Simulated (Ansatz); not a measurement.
**Vanadium, bcc: convergence with Methfessel-Paxton smearing**

Computed with Ansatz, r²SCAN, scalar-relativistic PAW, on the relaxed cell (a = 2.984 Å; spin not included). Errors count from a run at 500 eV on a Γ-centred 24×24×24 mesh with Fermi-Dirac smearing of 0.1 eV, extrapolated to zero width. Fixed here: cutoff 500 eV, mesh 15×15×15. The SCF starts from atomic densities corrected by a trained network.

| width (eV) | E(σ→0) error (meV/atom) | F error (meV/atom) | P (GPa) | SCF iterations |
| --- | --- | --- | --- | --- |
| 0.01 | -0.9 | -0.9 | -0.92 | 6 |
| 0.03 | -0.9 | -0.9 | -0.81 | 6 |
| 0.1 | -1.2 | -1.2 | -0.68 | 6 |
| 0.2 | -1.1 | -0.7 | -0.50 | 6 |
| 0.3 | -0.1 | -0.3 | -0.38 | 6 |
| 0.6 | -1.7 | -7.3 | -0.20 | 6 |
| 1.0 | -13.5 | -24.8 | -0.04 | 6 |
